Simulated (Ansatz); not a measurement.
Two shapes of singlet C₂H₄O₂.

Shape 1:

```xyz
8

C     0.0000    0.0000    0.0000
O     0.0000    0.0000    1.2000
O     0.0000    1.0841   -0.7876
C     0.0000    2.3435   -0.0895
H     0.0000   -0.9712   -0.4949
H     0.0000    3.1599   -0.8118
H    -0.8898    2.4127    0.5362
H     0.8898    2.4127    0.5362
```

Shape 2:

```xyz
8

C     0.0363   -0.0065    0.0338
O     0.0015    0.0114    1.1513
O    -0.0135    1.0982   -0.7416
C     0.0200    2.3128   -0.1235
H     0.0084   -0.9810   -0.4465
H    -0.0371    3.1275   -0.8034
H    -0.8900    2.3878    0.4928
H     0.9296    2.4203    0.5655
```

Basis set: cc-pVDZ (spherical functions). Left uncorrelated: 4 orbitals. Charge 0, multiplicity 1.

Computed with Ansatz (development build ahead of 0.2.0); each method stands on the lowest determinant of its kind that the runs found.

Question: Which shape is lower in energy, and by how much in each method?

Answer:

```
 method  E(2) − E(1) (eV)
    RHF             0.454
RHF-MP2             0.732
```

Shape 1 is lower. Caution: no unrestricted run beside it, a lower state can exist.
